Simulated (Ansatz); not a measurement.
Antiferromagnetic (type II) rock-salt MnS

The numbers are results of PBE0-D3(BJ) in Ansatz (plane waves, PAW), not measurements.

Numerical settings: plane-wave cutoff 460 eV, 8×8×8 k mesh, Fermi–Dirac smearing 0.01 eV, spin-polarised with opposed moments, scalar-relativistic PAW data made under PBE.

Cell (relaxed at this level):

```
MnS
1.0
    5.11342     2.54658     2.54658
    2.54658     5.11342     2.54658
    2.54658     2.54658     5.11342
Mn S
2 2
Direct
  0.00000   0.00000   0.00000
  0.50000   0.50000   0.50000
  0.25000   0.25000   0.25000
  0.75000   0.75000   0.75000
```
Starting moments (μB, in the order of the record's atoms Mn Mn S S): 5.0 -5.0 0.0 0.0.

```json
{
 "band_gap": "3.48 eV (on the SCF k mesh) (indirect)",
 "smallest_direct_gap_on_the_k_points_sampled": "4.12 eV",
 "direct gap at Γ": "5.56 eV",
 "magnetic moment (largest site, within a sphere)": "4.38 μB"
}
```

Moments are spin moments.

It cost around 90 core-minutes (rough) of CPU time.

Ansatz is a first-principles code.
